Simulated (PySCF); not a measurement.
Species: C5H6O.
Cartesian coordinates in Å at the PBE0-D3(BJ)/def2-SVP level; atoms count from 1:
```
atom  x, y, z in Å
C1     3.1451    0.5505    0.6659
C2     1.9603    0.3986    0.4430
C3     0.5712    0.2393    0.2015
C4     0.1065   -0.5936   -0.7552
O5    -1.1646   -0.8286   -1.0751
C6    -2.1645   -0.1519   -0.3589
H7     4.1932    0.6771    0.8616
H8    -0.1148    0.8201    0.8247
H9     0.7889   -1.1758   -1.3806
H10   -3.1276   -0.4806   -0.7682
H11   -2.1221   -0.3968    0.7165
H12   -2.0716    0.9417   -0.4780
```

Method: PBE0-D3(BJ)/def2-SVP geometry optimisation, gas phase in PySCF.

Masses are those of the commonest isotopes; rigid-rotor values at the optimised geometry. The values belong to one conformer with, in the numbering `[CH:1]#[C:2]/[CH:3]=[CH:4]/[O:5][CH3:6]`, C3–C4–O5–C6 0°.

Task: What are A, B and C (MHz)?

Result: Ia = 28.27, Ib = 312.96, Ic = 337.98 u·Å²; 505379 MHz·u·Å²/I gives A = 17879, B = 1615, C = 1495 MHz.

Task: Classify the top.

Result: A near-prolate asymmetric top; Ray's κ = -0.985.

Task: Is it planar, by Δ = Ic − Ia − Ib?

Result: Not planar: Δ = Ic − Ia − Ib = -3.25 u·Å². For a rigid frame Δ = −2 Σ m c², so Σ m c² = 1.62 u·Å² lies off the ab plane, practically all of it from hydrogen. The atom farthest from that plane is 0.90 Å away.

Task: Give the other two planar moments, Paa and Pbb, and the rms extents of the mass along the axes.

Result: Paa = Σ m a² = (Ib + Ic − Ia)/2 = 311.33 and Pbb = Σ m b² = (Ia + Ic − Ib)/2 = 26.64 u·Å². With the mass M = 82.04 u, the rms extents √(P/M) along a, b and c are 1.95, 0.57, 0.14 Å.

Task: Predict some low-J microwave lines.

Result: The dipole components are |μa| = 1.55 D, |μb| = 0.85 D, |μc| = 0.00 D; the mirror of this Cs structure is the ab plane, so μc vanishes by symmetry and there are no c-type lines. The squared components, which scale the intensities, stand as 1.00 : 0.30 (a : b). Some lines, for components of 0.1 D or more:

```csv
type,branch,"J(Ka,Kc)",MHz,lower level (cm⁻¹)
a,Q,"2(1,1) ← 2(1,2)",359,0.850
a,R,"1(0,1) ← 0(0,0)",3110,0.000
a,R,"2(1,2) ← 1(1,1)",6101,0.646
a,R,"2(0,2) ← 1(0,1)",6220,0.104
a,R,"2(1,1) ← 1(1,0)",6340,0.650
b,Q,"1(1,0) ← 1(0,1)",16383,0.104
b,R,"1(1,1) ← 0(0,0)",19374,0.000
b,R,"2(1,2) ← 1(0,1)",22365,0.104
b,Q,"2(2,0) ← 2(1,1)",48792,0.862
b,Q,"2(2,1) ← 2(1,2)",49150,0.850
b,R,"2(2,1) ← 1(1,0)",55132,0.650
b,R,"2(2,0) ← 1(1,1)",55252,0.646
```

Task: Estimate the classical rotational partition function at 10 K, 25 K and 298.15 K.

Result: Point group Cs, symmetry number σ = 1; q = (√π/σ)·√((kT/h)³/(ABC)), k/h = 20836.6 MHz/K: 811 at 10 K, 3210 at 25 K, 132000 at 298.15 K.

PBE0-D3(BJ)/def2-SVP frequencies: not computed here. Zero-point vibration and centrifugal distortion are left out. A rigid rotor knows nothing of internal rotation, which can split or shift real lines.
